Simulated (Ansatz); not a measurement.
This geometry of ClH2SSi (5 atoms, charge 0, multiplicity 2) is a first-order saddle point.

These are results of Ansatz 0.2.0, UHF/def2-SVP, not measurements.

```xyz
5
Properties=species:S:1:pos:R:3
S -1.566 -0.322 0.184
Si 0.523 -0.031 0.292
Cl 1.305 1.858 0.021
H -1.696 -0.498 -1.137
H 1.485 -1.081 0.599
```

Problem. Which two structures does it join? (They come from a converged band through this point; their orientation in space is the band's.)

Solution. No bond is made or broken. The height of Si2 over the plane of its neighbours goes from -0.63 to 0.59 Å.

Image 0:

```xyz
5
Properties=species:S:1:pos:R:3
S -1.496 0.118 -0.100
Si 0.645 0.078 -0.276
Cl 1.342 1.849 0.541
H -1.683 -1.071 -0.685
H 1.241 -1.048 0.478
```

Image 6:

```xyz
5
Properties=species:S:1:pos:R:3
S -1.597 -0.238 0.171
Si 0.457 0.043 0.719
Cl 1.283 1.770 -0.085
H -1.380 -0.560 -1.109
H 1.286 -1.089 0.263
```

Problem. How far does it lie above each of them?

Solution. 17.5 kcal/mol above the first and 17.5 kcal/mol above the second. This is the barrier of this one path; another mechanism may lie lower.

Time of the run: 62 s on 1 thread of Intel(R) Xeon(R) Platinum 8488C (Sapphire Rapids) (shared host), peak memory 0.14 GiB.
